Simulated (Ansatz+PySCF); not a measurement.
## singlet BH₄(-): levels of theory in one basis

```yaml
atoms:
  - { symbol: B, position_ang: [0.0000, 0.0000, 0.0000] }
  - { symbol: H, position_ang: [0.7229, 0.7229, 0.7229] }
  - { symbol: H, position_ang: [0.7229, -0.7229, -0.7229] }
  - { symbol: H, position_ang: [-0.7229, 0.7229, -0.7229] }
  - { symbol: H, position_ang: [-0.7229, -0.7229, 0.7229] }
```

Basis set: aug-cc-pVDZ (spherical functions). Left uncorrelated: 1 orbital. Charge -1, multiplicity 1.

Computed with Ansatz (development build ahead of 0.2.0); each method stands on the lowest determinant of its kind that the runs found. NEVPT2 correlates all electrons. Active spaces start from the frontier orbitals, and the lowest solution found is given.

```tsv
method	E − E(RHF) (eV)	<S²> of the determinant
RHF	0.00	0.00
RHF-MP2	-3.92	–
RHF-CCSD	-4.69	–
RHF-CCSD(T)	-4.81	–
CASSCF(2,2)	-0.35	–
SC-NEVPT2(2,2)	-3.95	–
SC-NEVPT2(8,8)	-3.91	–
```

(1) What does CASSCF(8,8) give on the same scale?

(2) Is a single determinant a sound starting point here?

## Answers

(1) -1.64 eV.

(2) By this sign, yes. Unrestricted orbitals gain 0.00 eV and <S²> is 0.00 against 0.00 for a pure state. The CASSCF(8,8) natural occupations are 1.98, 1.98, 1.98, 1.98, 0.02, 0.02, 0.02, 0.02. The CASSCF(2,2) natural occupations are 1.98, 0.02.

Caution for CASSCF(2,2): other starts end on other solutions of this active space.
